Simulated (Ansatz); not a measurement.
Al₃H₄⁻. The state is a singlet with charge -1. Geometry r2SCAN-D4/def2-TZVPD, basis def2-TZVPD, Ansatz.

Cartesian coordinates in Å:
```
Al 0.0746 1.4175 2.1088
Al 0.1728 0.1434 -0.0520
Al 0.6167 -0.8415 -2.3183
H -1.0763 1.1209 0.7611
H -0.8011 -0.0686 -1.5252
H 0.6579 -1.4692 -0.6348
H 0.3553 -0.3024 1.6604
```

```json
{"run": "A", "HOMO (eV)": "-0.52", "LUMO (eV)": "1.15"}
{"run": "B", "HOMO (eV)": "-0.99", "LUMO (eV)": "1.68"}
{"run": "C", "HOMO (eV)": "-2.45", "LUMO (eV)": "3.11"}
{"run": "D", "HOMO (eV)": "-0.37", "LUMO (eV)": "1.16"}
```

Another isomer (singlet) lies 0.69 eV lower at PBE0-D4/def2-TZVPD; other spin states weren't run for this one.

**Question.** The runs used PBE, PBE0, r2SCAN, ωB97M-V. Estimate which is which.

**Answer.** A r2SCAN (0 % exact exchange); B PBE0 (25 % exact exchange); C ωB97M-V (range-separated); D PBE (0 % exact exchange). Exact exchange lowers occupied and raises empty levels; among semilocal functionals meta-GGAs tend to open the gap a little, and such runs are hard to tell apart. The gap grows from 1.52 eV (PBE) to 5.57 eV (ωB97M-V). The restricted singlet is unstable towards broken spin symmetry in Hartree–Fock (as tested in another run); at r2SCAN-D4/def2-TZVPD, PBE0-D4/def2-TZVPD, ωB97M-V/def2-TZVPD, PBE-D4/def2-TZVPD this wasn't settled.
